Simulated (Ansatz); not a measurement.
**UBCCD(T)/STO-3G run of CF (SMILES [C]F)**

Aim: the vertical ionisation energy of CF at UBCCD(T)/STO-3G, from 2 runs. 

The results are computed with Ansatz 0.2.0.

44 further runs of the same task are left out: 9 that didn't finish, 35 set aside as unsound or not needed.

### 1 Starting point

CF has 2 atoms, charge 0, and is taken as a doublet. SMILES: `[C]F`. The shape is that of a PBE0-D4/def2-TZVP optimisation.

Bond lengths: C1–F2 1.268 Å.

### 2 A single-point energy at UBCCD(T)/STO-3G

The input, in.yaml:

```yaml
crystal:
  periodic: [false, false, false]
  atoms:
    - {symbol: C, position_ang: [-0.000000, 0.000000, 0.003080]}
    - {symbol: F, position_ang: [0.000000, -0.000000, 1.271320]}
basis:
  gaussian: {orbitals: STO-3G}
accuracy: high
scf: {omitted_lower_state_checks: [cluster_reference, increment]}
magnetization: {spin_polarized: true, initial_magnetization: 1}
correlation: {method: bccd_t, frozen_orbitals: {C: 1, F: 1}}
```

Command:

```console
$ ansatz run in.yaml --threads 1 --pin off --max-ram 3480MiB --events-out events.jsonl --progress --plain --runs-dir runs
```

Output, cut to the lines that bear on the results:

```text
Warning: RAYON_NUM_THREADS=1 ignored (pool sized by the plan → 1); use --threads N
Functional definition: HF
  name "HF"
[...]
149 factors; integrals over basis functions are off by at most 3.2e-8 eV
[...]
mean field -3681.80989094 eV, -135.3040178717 hartree, gradient 5.2e-8 eV, S^2 0.753277; 4 other end points of the search recorded, 0 dependent functions left out
2 core orbitals not correlated: weight in the atoms' cores, before any rotation towards them, 1.000 or more for the frozen orbitals, at most 0.000 for the correlated occupied ones
reference -3681.80989094 eV, -135.3040178717 hartree; 6, 5 occupied and 2, 3 virtual orbitals, 149 factors
second order -1.51353218 eV of doubles, -0.00000000 eV of singles
cycle   1  -1.63184814 eV  change   -1.2e-1 eV  update   8.4e-2
[...]
cycle  21  -1.85351431 eV  change  -8.5e-10 eV  update  9.3e-10
perturbative correction -0.19318566 eV, -0.0070994420 hartree
Total energy: -3683.85659091 eV, -135.3792327081 hartree
Checks for a lower state left out: cluster_reference, increment
```

It took 0.34 s on 1 thread of Arm Neoverse V1, shared host.

### 3 The singlet cation

The input, job.yaml:

```yaml
basis:
  gaussian:
    orbitals: STO-3G
crystal:
  periodic: [false, false, false]
  atoms:
    - {symbol: C, position_ang: [-0.000000, 0.000000, 0.003080]}
    - {symbol: F, position_ang: [0.000000, -0.000000, 1.271320]}
accuracy: high
scf:
  omitted_lower_state_checks: [cluster_reference, increment]
correlation:
  method: bccd_t
  frozen_orbitals: {C: 1, F: 1}
total_charge: 1
```

Command:

```console
$ ansatz run job.yaml --threads 1 --pin off --max-ram 3480MiB --events-out events.jsonl --progress --plain --runs-dir runs
```

Output, cut to the lines that bear on the results:

```text
Warning: RAYON_NUM_THREADS=1 ignored (pool sized by the plan → 1); use --threads N
[... 2 set-up lines as earlier in the session ...]
[...]
149 factors; integrals over basis functions are off by at most 3.2e-8 eV
[...]
mean field -3674.45051465 eV, -135.0335657815 hartree, gradient 2.0e-8 eV, S^2 0.000000; 0 other end points of the search recorded, 0 dependent functions left out
2 core orbitals not correlated: weight in the atoms' cores, before any rotation towards them, 1.000 or more for the frozen orbitals, at most 0.000 for the correlated occupied ones
reference -3674.45051465 eV, -135.0335657815 hartree; 5, 5 occupied and 3, 3 virtual orbitals, 149 factors
second order -2.83806605 eV of doubles, -0.00000000 eV of singles
cycle   1  -2.46039966 eV  change    3.8e-1 eV  update   1.5e-1
[...]
cycle  20  -3.07526970 eV  change  -2.4e-10 eV  update  1.6e-10
perturbative correction -0.53217702 eV, -0.0195571449 hartree
Total energy: -3678.05796137 eV, -135.1661370033 hartree
Checks for a lower state left out: cluster_reference, increment
```

Run time: 0.18 s. Hardware: 1 thread of Arm Neoverse V1, shared host.

### 4 Outcome

Level: UBCCD(T)/STO-3G, 2 core orbitals frozen.

| quantity | value |
| --- | --- |
| doublet CF: total energy | -135.37923 Eh |
| doublet CF: correlation energy (2 core orbitals frozen) | -75.2 mEh |
| doublet CF: (T) correction | -7.10 mEh |
| doublet CF: ⟨S²⟩ of the reference determinant | 0.753 |
| singlet cation: total energy | -135.16614 Eh |
| singlet cation: correlation energy (2 core orbitals frozen) | -132.6 mEh |
| singlet cation: (T) correction | -19.56 mEh |
| vertical ionisation energy (to the singlet cation) | 5.799 eV |

What this shows: The vertical ionisation energy comes to 5.80 eV (134 kcal/mol). Only the singlet of the ionised species was computed; a triplet could lie lower. In a minimal basis such a difference can be off by several eV, whatever the method. The triples (doublet CF) make up 9.4 % of the correlation energy. The triples (singlet cation) make up 14.8 % of the correlation energy.
